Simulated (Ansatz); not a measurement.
Computed with Ansatz on PBE0-D4/def2-TZVP structures; ΔE is electronic, products minus reactants. CCSD(T)/CBS is the MP2 limit (def2-TZVPP, def2-QZVPP) plus CCSD(T) − MP2 in def2-TZVPP, frozen cores. This one scheme is used for every species. Functionals use def2-TZVPP. Each species was taken in one conformer, which may not be the lowest.

Consider the substitution at a C–F bond: `N=C=CF` + CH₃OH → `COC=C=N` + H–F.

```json
{"level": "PBE0-D4", "ΔE (kJ/mol)": "-28.4", "difference from CCSD(T)/CBS": "5.1"}
{"level": "B2PLYP", "ΔE (kJ/mol)": "-26.3", "difference from CCSD(T)/CBS": "7.2"}
{"level": "PBE0", "ΔE (kJ/mol)": "-25.0", "difference from CCSD(T)/CBS": "8.5"}
{"level": "r2SCANh", "ΔE (kJ/mol)": "-25.3", "difference from CCSD(T)/CBS": "8.2"}
{"level": "r2SCAN0", "ΔE (kJ/mol)": "-26.8", "difference from CCSD(T)/CBS": "6.7"}
{"level": "CAM-B3LYP", "ΔE (kJ/mol)": "-21.1", "difference from CCSD(T)/CBS": "12.4"}
{"level": "LC-ωPBE", "ΔE (kJ/mol)": "-23.3", "difference from CCSD(T)/CBS": "10.2"}
{"level": "HF/def2-SVP", "ΔE (kJ/mol)": "-18.8", "difference from CCSD(T)/CBS": "14.7"}
{"level": "CCSD(T)/def2-TZVPP", "ΔE (kJ/mol)": "-31.9", "difference from CCSD(T)/CBS": "1.6"}
{"level": "MP2/CBS(def2)", "ΔE (kJ/mol)": "-41.0", "difference from CCSD(T)/CBS": "-7.5"}
{"level": "CCSD(T)/CBS", "ΔE (kJ/mol)": "-33.5", "difference from CCSD(T)/CBS": "0"}
```

Largest T1 diagnostic among the species: 0.014.

At CCSD(T), def2-SVP lies +5.6 kJ/mol from the extrapolated value and def2-TZVPP +1.6 kJ/mol. Leaving LDA and LC-ωPBE aside and taking each functional with its dispersion term where it has one, the values, not all of them listed here, spread over 9.8 kJ/mol, from PBE-QIDH to B97M-V. LDA lies −8.8 kJ/mol from PBE without D4.
